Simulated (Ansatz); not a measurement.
**Worked example: vertical energy of the singlet above the triplet of SO (sulfur oxide)**

SO has 2 atoms, charge 0, and is taken as a triplet. As SMILES, `O=S`. The bond length is the measured one.

```xyz
2

O     0.0000    0.0000    0.0000
S     0.0000    0.0000    1.4811
```

Both states at this one shape; open shells run unrestricted unless said. 1 Eh = 27.2114 eV.

```tsv
level	program	triplet SO (Eh)	singlet SO (Eh)
UB3LYP/STO-3G	Ansatz	-467.880424	-467.824340
UBHLYP/STO-3G	Ansatz	-467.863413	-467.804249
UHSE06/STO-3G	Ansatz	-467.681745	-467.622630
```

Question: Work out the vertical gap, second state less first, at each level.

Answer: 
1. UB3LYP/STO-3G: -467.824340 − (-467.880424) = 0.056084 Eh = 1.53 eV.
2. UBHLYP/STO-3G: -467.804249 − (-467.863413) = 0.059164 Eh = 1.61 eV.
3. UHSE06/STO-3G: -467.622630 − (-467.681745) = 0.059115 Eh = 1.61 eV.

No measured value is set beside it here; the levels span 1.53 to 1.61 eV. Minimal sets are far from the basis-set limit.
